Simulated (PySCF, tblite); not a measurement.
Complex of K+ and fluoride

A gas-phase complex of K+ and fluoride; neutral, singlet. The structure comes from a short search (6 tight-binding starts) and was relaxed by PBE0-D3(BJ)/def2-SVPD; another way of binding may lie lower. Frequencies by PBE0-D3(BJ)/def2-SVPD show no clear imaginary mode.

```csv
part,name,SMILES,atoms,charge,multiplicity
1,K+,[K+],1,+1,1
2,fluoride,[F-],2,-1,1
```

```xyz
2

K     0.139   -0.062   -0.122
F     1.606   -0.422   -1.747
```
Atom numbers follow the order of the file, from 1.

Contacts between parts, classed by geometry: K1···F2 2.219 Å (ion contact).

Interaction energies are complex less parts, with the parts frozen as they stand in it; counterpoise-corrected, in kcal/mol (PySCF).

(1) Give the interaction energy at each level run.

(2) What holds them together? Decompose the wB97M-D3(BJ)/def2-TZVPD energy: frozen parts, their antisymmetrised product, then relaxation.

The parts were also relaxed and run alone, at the levels used for the complex: shieldings by PBE0/aug-pcSseg-2.

(3) What does binding change?

Results:

(1) 
```tsv
level	interaction	superposition error removed
wB97M-D3(BJ)/def2-TZVPD	-135.23	-0.17
PBE0-D3(BJ)/def2-TZVPD	-137.06	-0.20
```

(2) electrostatic -165.1, Pauli repulsion +45.7, orbital relaxation -15.8, dispersion correction -0.2 kcal/mol, which sum to the value before the counterpoise correction; the Pauli term holds the exchange-correlation of the frozen density too. Of the attraction, 91 % is electrostatic, 9 % is orbital relaxation, 0 % is dispersion correction.

(3) 
```csv
property,alone,in the complex,change
shielding of K1 (ppm),1325.5,1274.8,-50.6
shielding of F2 (ppm),479.9,290.3,-189.5
```

The 4 runs behind this took 18 s in all, one thread each of Arm Neoverse V1 on a shared host, launched as `OMP_NUM_THREADS=1 python cluster_run.py task.json out`.
